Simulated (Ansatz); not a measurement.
**How far each method lies from full CI for BH$_{2}$⁻, singlet**

Geometry: a PBE0/def2-TZVPD stationary point for this spin, not checked as a minimum.

```csv
atom,x (Å),y (Å),z (Å)
B,0.0000,-0.1234,0.0000
H,0.0000,0.6616,-0.9691
H,0.0000,0.6616,0.9691
```

Basis 6-31++G** (Cartesian d functions); Ansatz 0.2.0. Only valence electrons are correlated (noble-gas cores frozen), which leaves 6 electrons in 30 orbitals. Prefix R: restricted or restricted open-shell reference; prefix U: unrestricted. Active spaces: valence = (6e, 6o) chosen from the atoms' valence shells.

Full CI is exact within this basis and frozen core; it isn't the basis-set limit. The frozen core follows each run's orbitals, which can shift R against U totals by a few meV.

The UHF ⟨S²⟩ is 0.639, the T1 diagnostic (RCCSD) is 0.0130 and the largest doubles amplitude (RCCSD) is 0.117.

| level | E − E(full CI) (mEh) | share of correlation (%) | wall time |
| --- | --- | --- | --- |
| RHF | 121.67 | 0.00 | – |
| RMP2 | 26.80 | 77.98 | – |
| CISD | 9.31 | 92.35 | 0.57 s |
| RCCSD | 4.18 | 96.57 | – |
| RCCSD(T) | 0.88 | 99.28 | 0.39 s |
| BCCD(T) | 0.88 | 99.28 | 0.3 s |
| RCCSDT | 0.16 | 99.87 | – |
| RCCSDT(Q) | 0.02 | 99.98 | 0.85 s |
| RCCSDTQ | 0.00 | 100.00 | 14 s |
| CASSCF (valence space) | 80.22 | 34.07 | – |
| NEVPT2 (valence space) | 24.54 | 79.83 | 0.3 s |
| MRCISD (valence space) | 4.17 | 96.57 | – |
| MRCISD+Q (valence space) | 0.08 | 99.93 | 0.63 s |
| MRCISD+Q(relaxed) (valence space) | -0.76 | 100.63 | 0.72 s |

The correlation energy at full CI, counted from RHF, is -3.311 eV. That run took 19 s on 1 thread of Arm Neoverse V2, shared host over 4,171,528 determinants.

Run but not shown, since their state or frozen core can't be matched to the reference's or they repeat it: UHF, UMP2, UCCSD, UCCSD(T), UCCSDT, UCCSDT(Q).

Times hold each run's SCF and search for its determinant on a shared host, so for small cases they say little of a method's own cost; they ran on 1 thread of Arm Neoverse V2.

Not variational, and here over 5 meV under the exact energy: MRCISD+Q(relaxed) (valence space).

The full-CI state has the irrep A1 of C2v, in the program's axes.

Natural occupations of full CI about the gap: 1.963 1.954 1.868 0.063 0.057 0.029 0.021 0.013 0.009 0.004; effectively unpaired electrons, Σ n²(2−n)², 0.11.
